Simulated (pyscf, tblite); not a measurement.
`[InH3]` -> `[InH]` [singlet] + `[H][H]`: energy along the mass-weighted descent from the GFN2-xTB saddle (tblite), relative to the relaxed reactant side.

(s (amu^1/2 bohr), E (kcal/mol)): (-3.36, 0.0); (-2.16, 8.1); (-1.08, 28.7); (0.000, 52.7); (1.20, 29.4); (2.40, -6.4); (3.48, -15.4); (4.56, -16.3); (4.85, -16.9); (5.03, -17.1); (5.15, -17.2)

**Question.** The GFN2-xTB barrier from the reactant side is 2.29 eV. What does ωB97X-D3(BJ) (PySCF) give from its own reactant-side minimum, in def2-SVP and in def2-TZVP?

**Answer.** 2.60 eV in the double-zeta basis after reoptimising the saddle, and 2.59 eV in the triple-zeta single point, so the tight-binding barrier lies 0.31 eV under the latter. The imaginary mode goes from 2028i to 1438i cm⁻¹.
